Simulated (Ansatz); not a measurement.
**C4H10S2 (SMILES SCCCCS): the vertical ionisation energy from total energies**

C4H10S2: 16 atoms, total charge 0, spin state singlet. SMILES: `SCCCCS`. The coordinates come from a PBE0-D4/def2-TZVP relaxation. This is one conformer, not always the lowest.

Both states at this one shape; open shells run unrestricted unless said. 1 Eh = 27.2114 eV.

| level | program | singlet C4H10S2 (Eh) | doublet [C4H10S2]+ (Eh) |
| --- | --- | --- | --- |
| HF/3-21G | Ansatz | -947.533144 | -947.224042 |
| B3LYP/6-31G* (spherical functions) | Ansatz | -954.812591 | -954.501747 |
| CCSD(T)/6-31G* (spherical functions), 14 core orbitals frozen | Ansatz | -953.171139 | -952.852041 |

Work out the vertical ionisation energy at each level.


1. HF/3-21G: -947.224042 − (-947.533144) = 0.309102 Eh = 8.41 eV.
2. B3LYP/6-31G* (spherical functions): -954.501747 − (-954.812591) = 0.310844 Eh = 8.46 eV.
3. CCSD(T)/6-31G* (spherical functions): -952.852041 − (-953.171139) = 0.319098 Eh = 8.68 eV.

No measured value is set beside it here; the levels span 8.41 to 8.68 eV. Hartree–Fock favours the state with fewer electron pairs, since it lacks pair correlation.
